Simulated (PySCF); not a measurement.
**CFO₂−, an ion with solvent molecules: interaction energy**

Aim: the interaction energy of `[F-]` with `O=C=O`.

Computed with PySCF 2.14.0; each step states its level. No surroundings beyond the atoms listed, unless a continuum is named. Atoms count from 0, parts from 1.

### Step 1. The system as given

4 atoms, charge -1, multiplicity 1; geometry: GFN2-xTB. Parts: 1 = atom 0, `[F-]`, charge -1; 2 = atoms 1–3, `O=C=O`, charge 0.

### Step 2. Optimising the geometry at PBE0-D3(BJ)/def2-SVPD

Job settings and geometry (Å):

```
{"job": {"xc": "PBE0", "basis": "def2-SVPD", "d3": "d3bj", "grid": 2, "kind": "geom", "shake": 0.01}, "charge": -1, "multiplicity": 1, "parts": [{"atoms": "0-0", "charge": -1, "multiplicity": 1}, {"atoms": "1-3", "charge": 0, "multiplicity": 1}]}
F     -0.378752     0.114182    -0.158703
O     -2.401380     0.714759    -1.068293
C     -1.590060    -0.144197    -1.161938
O     -1.325366    -1.148574    -1.763853
```

Launch:

```console
OMP_NUM_THREADS=1 python cluster_run.py task.json out
```

The driver reads the jobs from task.json and runs them one after another.

**Question.** The jobs that follow are: CCSD(T)/aug-cc-pVDZ and MP2/aug-cc-pVTZ counterpoise interaction energy, frozen core, gas phase. Predict: point group; rotational constants (main isotopes); interaction energy, CCSD(T) limit estimate; MP2/aug-cc-pVTZ; T1 diagnostic.

**Answer**, as computed:

```
                                  quantity                   value
                               point group                     C2v
      rotational constants (main isotopes)  12.29, 11.33, 5.90 GHz
interaction energy, CCSD(T) limit estimate         -67.41 kcal/mol
                           MP2/aug-cc-pVTZ         -62.62 kcal/mol
                             T1 diagnostic                  0.0180
```

What this shows: Relaxing lowered the energy by 0.120 eV in 7 steps; the close pair that moved most is F0–C2, from 1.594 to 1.467 Å. The parts are deformed by 35.51 kcal/mol, far from their own shapes, so the interaction energy overstates the binding by that much, and the relaxed parts may be other isomers. The interaction energy leaves out the deformation of the parts, 35.51 kcal/mol at MP2. So large a deformation means that a part is far from its own minimum, so a sum across the two methods would be rough. The estimate adds CCSD(T) less MP2 in the small basis (-3.41 kcal/mol) to extrapolated MP2. Hartree-Fock gives -85.08 against -67.41 kcal/mol, so correlation weakens the interaction of the frozen parts.
